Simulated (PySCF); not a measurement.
## Dipole moment and polarisability of difluoromethane

Compound: difluoromethane, CH2F2.
Structure used (GFN2-xTB), in Å, numbered top down from 1:
```
atom  x, y, z in Å
F1    -1.0618    0.7495   -0.0673
C2    -0.0007   -0.0729   -0.0014
F3     1.1126    0.6798    0.0213
H4    -0.0572   -0.6504    0.9316
H5     0.0157   -0.7031   -0.9013
```

Level: B3LYP/def2-SVPD (PySCF), static field, nuclei fixed, core orbitals frozen in the response. The polarisability tensor in these axes (au):

```
x   18.45 -0.03  0.07
y   -0.03 17.56 -0.02
z    0.07 -0.02 16.78
```

Question: Give the principal values, the mean and the anisotropy Δα = √{½[(α1 − α2)² + (α2 − α3)² + (α1 − α3)²]}.

Answer: Principal values 16.78, 17.56 and 18.46 au; mean 17.60 au = 2.61 Å³ = 2.90 × 10⁻⁴⁰ C²·m²/J; Δα = 1.45 au (8 % of the mean).

Question: What is the dipole moment, and where does it point?

Answer: (-0.06, -1.93, 0.05) D, 1.93 D in size, pointing from the negative to the positive side. Measured along this direction, the outermost atoms are F1 and F3 at the negative end and H4 and H5 at the positive end.

Question: Molar refractivity from α?

Answer: Lorentz–Lorenz: R = (4π/3)N_A α = 2.5225 cm³/(mol·Å³) × 2.61 Å³ = 6.6 cm³/mol, in the limit of long wavelengths.

Question: Orientational against electronic polarisability at 250 K (dilute gas, rigid molecules)?

Answer: In Gaussian units μ²/3kT = 36.06 Å³ against 2.61 Å³, a ratio of 13.83; the Debye molar polarisation (4π/3)N_A(α + μ²/3kT) is 97.5 cm³/mol, leaving out the vibrational part.

Question: Find the Langevin capture rate constant for H3+ (3.023 u) meeting this molecule (52.012 u), k = 2.342 × 10⁻⁹ cm³/s × √(α in Å³ / reduced mass in u).

Answer: The reduced mass is 2.86 u, so k = 2.24 × 10⁻⁹ cm³/s. The formula leaves out the permanent dipole, which adds to the capture rate.

Question: Refractivity n − 1 of an ideal gas of it at 273.15 K and 1 atm, from the electronic α?

Answer: N = p/kT = 2.6868 × 10¹⁹ cm⁻³, so n − 1 = 2π × N × 2.61 × 10⁻²⁴ cm³ = 440 × 10⁻⁶ at long wavelengths.

Geometry: GFN2-xTB; no solvent, vibrations or thermal averaging.
